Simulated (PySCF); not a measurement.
An unknown is described by computed data only.

Elements present: C, F, H and O. Monoisotopic mass: 74.0168 u.

| Quantity | Value |
| --- | --- |
| Couplings | largest of the computed one-bond spin–spin couplings (means over like bonds): 19F–13C -407.9, 13C–1H +175.6, 13C–1H +171.1, 13C–1H +169.5, 13C–13C +82.8, 13C–13C +74.3, 17O–13C +21.1 Hz [B3LYP/pcJ-2] |
| Dipole | 3.32 D [B97-2/pcSseg-2] |
| NMR, other nuclei | isotropic shieldings of nuclei other than C and H, by class: -74 (1 O), 139 (1 F) ppm [GIAO B97-2/pcSseg-2] |
| Rotational structure | rotational constants A, B, C: 11.009, 4.248, 3.065 GHz [PBE0-D3(BJ)/def2-TZVP] |
| 1H NMR | chemical shifts (computed TMS as zero) by class: 7.22 (1 H), 6.43 (1 H), 6.37 (1 H) ppm [GIAO B97-2/pcSseg-2] |
| 13C NMR | chemical shifts (computed TMS as zero) by class: 165.7 (1 C), 149.2 (1 C), 132.4 (1 C) ppm [GIAO B97-2/pcSseg-2] |

Gas-phase values; electronic properties from PySCF, density fitting. Levels stand in brackets. The structure is a single PBE0-D3(BJ)/def2-TZVP conformer in the gas phase; no vibrational or solvent corrections. Each NMR value is the plain mean over a class of atoms that symmetry, rotation or inversion makes alike.

Q: Which formula fits the mass and the elements?

A: C3H3FO (calculated 74.0168). No other formula that holds each of these elements comes within 0.0003 u with a fitting electron parity and a possible valence count.

Q: Propose a structure and show how it fits.

A: Numbering: `[CH2:1]=[CH:2][C:3](=[O:4])[F:5]`. Its formula, C3H3FO, gives 2 degrees of unsaturation: 0 rings and 2 π bonds in the structure found. 3 carbons fall into 3 classes; from least to most shielded: acyl halide carbon [C3] (165.7 ppm), terminal =CH2 carbon [C1] (149.2 ppm), alkene CH carbon [C2] (132.4 ppm). Hydrogen classes from least to most shielded: 1 H on a terminal =CH2 carbon, C1 (7.22 ppm), 1 H on a terminal =CH2 carbon, C1 (6.43 ppm), 1 H on an alkene CH carbon, C2 (6.37 ppm). The other shieldings belong to: -74 ppm, carbonyl oxygen [O4]; 139 ppm, acyl fluorine [F5]. The couplings run between: -407.9 Hz, acyl fluorine [F5] and acyl halide carbon [C3]; +175.6 Hz, alkene CH carbon [C2] and its hydrogen; +171.1 Hz, terminal =CH2 carbon [C1] and its hydrogen; +169.5 Hz, terminal =CH2 carbon [C1] and its hydrogen; +82.8 Hz, alkene CH carbon [C2] and acyl halide carbon [C3]; +74.3 Hz, terminal =CH2 carbon [C1] and alkene CH carbon [C2]; +21.1 Hz, carbonyl oxygen [O4] and acyl halide carbon [C3]. The optimised geometry has point group Cs and is an asymmetric top. Structure: `C(=C)C(=O)F`. The assignments are read from this structure; whether some other isomer fits the data as well wasn't checked.

Conformer computed: `[CH2:1]=[CH:2][C:3](=[O:4])[F:5]`: C1–C2–C3–O4 0°.
